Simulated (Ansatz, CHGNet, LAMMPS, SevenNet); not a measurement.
## Ladder of methods for the elastic constant C12 of fluorite CeO₂

Reference value: 105 GPa (measured, temperature not stated, not corrected to a static lattice; as tabulated in Atomistic and experimental study on thermal conductivity of bulk and porous …).

| level (code) | value (GPa) | cell (Å³/atom) |
|---|---|---|
| ionic model lewis1985a (rigid ions, LAMMPS) | 94.2 | 13.51 |
| ionic model woodley1999 (rigid ions, LAMMPS) | 111 | 13.20 |
| CHGNet-r²SCAN | 142 | 13.38 |
| SevenNet-l3i5 | 98.6 | 13.60 |
| LDA (Ansatz) | ___ | 12.82 |
| PBE (Ansatz) | 94.6 | 13.59 |
| PBEsol (Ansatz) | ___ | 13.11 |
| r²SCAN (Ansatz) | 106 | 13.39 |
| B3LYP (VWN-RPA form) (Ansatz) | ___ | 13.58 |
| HSE06 (Ansatz) | 111 | 13.08 |
| PBE0 (Ansatz) | 112 | 13.09 |

**Question.** Some entries are withheld; supply them.

**Answer.** 
- LDA (Ansatz, a first-principles code), value (GPa): 121
- PBEsol (Ansatz), value (GPa): 109
- B3LYP (VWN-RPA form) (Ansatz), value (GPa): 100

Differences against the reference: ionic model lewis1985a -10.3 %, ionic model woodley1999 +5.7 %, CHGNet-r²SCAN +35 %, SevenNet-l3i5 -6.1 %, LDA +15.2 %, PBE -9.9 %, PBEsol +3.8 %, r²SCAN +1.0 %, B3LYP (VWN-RPA form) -4.8 %, HSE06 +5.7 %, PBE0 +6.7 %.

The reference's temperature isn't stated, so close values are not ranked against it. Off by more than 25 %, or 35 % on the side where a correction would as a rule narrow the miss (bounds picked here): CHGNet-r²SCAN (+35 %).

The measured value isn't corrected to a static lattice, so vibrations enter the comparison. The crystal itself was run without spin with LDA, PBE, PBEsol, r²SCAN, B3LYP (VWN-RPA form), HSE06, PBE0; a magnetic state was not tried in these runs. Each level is taken at its own relaxed cell. Cutoffs differ between the levels. Ansatz's density-functional and Hartree–Fock values are scalar-relativistic unless marked +SOC, with PAW data made under PBE.

Empirical potentials (ionic model lewis1985a, ionic model woodley1999) are fitted to chosen data: where that held the value shown, agreement is built in, and what lay outside the fit can be far off. Machine-learned potentials (CHGNet-r²SCAN, SevenNet-l3i5) are trained on DFT data: a solid inside that data is no test of them.

Differences are worked out from the printed values.
